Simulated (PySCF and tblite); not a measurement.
Values are calculated unless marked as measured or tabulated.
2 E/Z isomers of C₄H₇F, numbered alike:

```csv
isomer,SMILES,descriptors
A,[CH3:1]/[CH:2]=[C:3](\[CH3:4])[F:5],2=3 E
B,[CH3:1]/[CH:2]=[C:3](/[CH3:4])[F:5],2=3 Z
```

Each isomer is a Boltzmann average at 298.15 K over at most 4 conformers: PBE0-D3(BJ)/def2-SVP geometries, energies B3LYP/def2-TZVP (IEF-PCM, chloroform) (D3(BJ) added where defined), GIAO shieldings WP04/pcSseg-1 (IEF-PCM, chloroform), GFN2-xTB thermal terms. Programs: PySCF with density fitting and tblite.

Q: What shifts does each isomer give (ppm)?

A: 
A: ¹H (against TMS): 4.95 (H2, 1H), 1.93 (H4, 3H), 1.70 (H1, 3H). ¹³C (against TMS): 168.1 (C3), 110.2 (C2), 16.7 (C4), 15.9 (C1). ¹⁹F (against CFCl3): -102.5 (F5).

B: ¹H (against TMS): 4.56 (H2, 1H), 1.94 (H4, 3H), 1.70 (H1, 3H). ¹³C (against TMS): 167.8 (C3), 110.3 (C2), 21.7 (C4), 14.0 (C1). ¹⁹F (against CFCl3): -110.3 (F5).

Q: Which carbons tell the isomers apart best?

A: C4: 16.7 in A, 21.7 in B ppm.

Unscaled ¹⁹F shifts at such levels can be off by tens of ppm; differences between conformers or isomers are more reliable. Shifts are unscaled: against experiment ¹³C can be off by 15 ppm or more and ¹H by 0.8 ppm.
